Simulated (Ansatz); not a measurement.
fcc Pt, treated with PBE-D3(BJ) (Ansatz, an electronic-structure program, PAW).

Run with plane-wave cutoff 520 eV, 24×24×24 k mesh, Fermi–Dirac smearing 0.05 eV, scalar-relativistic PAW data made under PBE.

Pressure at four volumes; x = ln(V/15.160 Å³). One pressure is withheld.

```
V (Å³/atom)        x  P (GPa)
-----------  -------  -------
14.250       -0.0619    20.14
15.160        0.0000    -0.03
15.766        0.0392    -9.76
16.069        0.0582        ?
```

Problem. Pass a parabola P(x) through the three rows shown, estimate the bulk modulus and its pressure derivative near zero pressure, and predict the withheld pressure.

Solution. Slopes between the rows: (-0.03 − (20.14))/(0.0000 − (-0.0619)) = -325.85 and (-9.76 − (-0.03))/(0.0392 − (0.0000)) = -248.21 GPa. Their difference over the span 0.1011 is c = 77.64/0.1011 = 768.0 GPa, so P(x) = 20.14 + (-325.85)(x − (-0.0619)) + 768.0 (x − (-0.0619))(x − (0.0000)). At the middle row B = −dP/dx = −[-325.85 + 768.0 × 0.0619] = 278.3 GPa, and B′ = dB/dP = 2c/B = 5.5. At x = 0.0582 the parabola gives -13.63 GPa; the run gives -13.75 GPa. The Birch–Murnaghan fit to the energies at all volumes has B0 = 276 GPa and B′ = 5.4.

Measured, for comparison: bulk modulus 289 GPa (corrected for temperature and zero-point phonon effects; as tabulated in Levämäki et al. (2014), arXiv:1402.3671). Computed (rounded) less measured: bulk modulus -4 %.

Spin–orbit coupling is not included.
